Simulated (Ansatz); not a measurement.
## How far each method lies from UCCSDT(Q) for H2Si–N, quartet

Geometry: a PBE0/def2-TZVP stationary point for this spin, not checked as a minimum. The doublet lies 1.8 eV lower here.

```xyz
4

Si    0.0000    0.0000    0.5558
N     0.0000    0.0000   -1.2927
H     0.0000    1.3020    1.2391
H     0.0000   -1.3020    1.2391
```

Basis cc-pVDZ; Ansatz 0.2.0. Only valence electrons are correlated (noble-gas cores frozen), which leaves 11 electrons in 36 orbitals. R marks a restricted (for open shells ROHF) determinant, U an unrestricted one. Active spaces: valence = (11e, 10o) chosen from the atoms' valence shells.

Full CI isn't at hand for all of this; UCCSDT(Q) serves as the reference, and is uncertain by about the last step of the cluster series. The frozen core follows each run's orbitals, which can shift R against U totals by a few meV.

For open shells CISD is restricted-active-space CI with the open shells as a complete middle space.

* UHF ⟨S²⟩: 3.779
* T1 diagnostic (RCCSD): 0.0205
* largest doubles amplitude (RCCSD): 0.051
* T1 diagnostic (UCCSD): 0.0154

```csv
level,E − E(RHF) (eV)
UHF,-0.2586
RMP2,-5.1586
UMP2,-5.1454
RCCSD,-6.1953
UCCSD,-6.2000
RCCSD(T),-6.3350
UCCSD(T),-6.3356
```

Q: Estimate how far UCCSDT(Q) in cc-pVDZ lies from RCCSD(T). The table doesn't fix it; the size of (T) and the diagnostics are the guide.

A: UCCSDT(Q) in cc-pVDZ lies 44 meV below RCCSD(T), which is 31 % of the (T) step (-140 meV). The diagnostics give no warning, yet the rest is a sizeable part of (T). The miss exceeds 1 kcal/mol.

The other levels:

| level | E − E(UCCSDT(Q)) (meV) | share of correlation (%) | wall time |
| --- | --- | --- | --- |
| CISD | 586 | 90.81 | 4.9 s |
| BCCD(T) | 44 | 99.31 | 2.7 s |
| RCCSDT | 11 | 99.83 | – |
| UCCSDT | 9 | 99.85 | – |
| RCCSDT(Q) | 2 | 99.97 | 21 s |
| CASSCF (valence space) | 4743 | 25.64 | – |
| NEVPT2 (valence space) | 1057 | 83.42 | 5.5 s |
| NEVPT4(SD) (valence space) | 117 | 98.17 | 8 s |
| MRCISD (valence space) | 326 | 94.89 | – |
| MRCISD+Q (valence space) | 23 | 99.64 | 9 s |

The correlation energy at UCCSDT(Q), counted from RHF, is -6.379 eV. That run took 18 s on 1 thread of Arm Neoverse V1, shared host.

Times hold each run's SCF and search for its determinant on a shared host, so for small cases they say little of a method's own cost; they ran on 1 thread of Arm Neoverse V1.

Natural occupations of CASSCF (valence space) about the gap: 1.996 1.977 1.972 1.962 1.004 1.000 0.997 0.053 0.022 0.018; effectively unpaired electrons, Σ n²(2−n)², 3.02.
